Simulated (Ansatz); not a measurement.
The first iterations of a band of AlH$_{4}$NSi (7 atoms, charge 0, multiplicity 1).

The calculation used UHF/6-31G* in Ansatz 0.2.0.

* movable images: 5
* climbing image: yes
* spring: 50.0 eV/Å²
* optimiser: quadratic models (default)
* start path: through a guess of the saddle point
* force threshold: 0.05 eV/Å
* iteration limit: 60
* end points: relaxed

Image 0:

```xyz
7
Properties=species:S:1:pos:R:3
N -1.592 -0.832 -1.211
Si -0.733 0.441 -0.531
Al 1.213 0.191 0.909
H -1.256 -1.756 -0.994
H -1.291 1.752 -0.903
H 1.725 -1.270 1.240
H 1.934 1.474 1.490
```

Image 6:

```xyz
7
Properties=species:S:1:pos:R:3
N -1.308 -0.133 -0.977
Si -0.589 1.320 -0.410
Al 1.273 0.250 0.953
H -1.019 -1.068 -0.783
H -2.110 -0.112 -1.572
H 1.413 -1.343 1.000
H 2.340 1.086 1.789
```

| iteration | highest image above the first end (eV) | largest band force component (eV/Å) |
| --- | --- | --- |
| 1 | 4.669 | 23.202 |
| 2 | 4.362 | 8.268 |
| 3 | 3.366 | 5.362 |
| 4 | 2.202 | 5.402 |
| 5 | 1.885 | 3.742 |
| 6 | 1.624 | 1.173 |
| 7 | 1.406 | 3.278 |
| 8 | 1.358 | 1.133 |
| 9 | 1.350 | 0.627 |
| 10 | 1.332 | 1.501 |
| 11 | 1.849 | 2.589 |
| 12 | 2.380 | 2.810 |
| 13 | 2.363 | 3.237 |
| 14 | 2.609 | 1.627 |

Question: Does the band converge within its limit, and where does its top end?

Answer: It converged. It ended after 43 iterations with the highest image 2.654 eV above the first end. Neighbouring images differ by up to 2.5 eV, so the band resolves the path poorly. The order of the stationary point at the top wasn't checked.

Run time: 13 min on 1 thread of Intel(R) Xeon(R) Processor @ 2.50GHz (Skylake/Cascade Lake), with other jobs on the host, peak memory 0.16 GiB.
